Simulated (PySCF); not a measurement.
```xyz
4
charge 0 multiplicity 2, angstrom
S     0.2447    0.0000   -0.2171
O    -0.2938    1.2731    0.2109
O    -0.2938   -1.2731    0.2109
H     1.5654    0.0000    0.1855
```

All numbers come from UPBE0 in PySCF with S def2-TZVP, O def2-TZVP, H def2-TZVP; no relativity; density-fitted integrals.

This geometry of HSO2 is a stationary point at this level.

Q: What is the point group?

A: Cs.

Q: Is it a minimum?

A: Yes: all harmonic wavenumbers are real.

Q: Which band is strongest in the infrared?

A: 1341 cm⁻¹ (a''), 139 km/mol.

Q: What are the dipole moment and the gap between the highest occupied and lowest empty levels of either spin?

A: 2.55 D and 3.83 eV.

Q: What is the atomisation energy, with and without zero-point energy?

A: 1167 kJ/mol without, 1124 kJ/mol with.

Only a few start shapes were tried, so a lower isomer may exist.
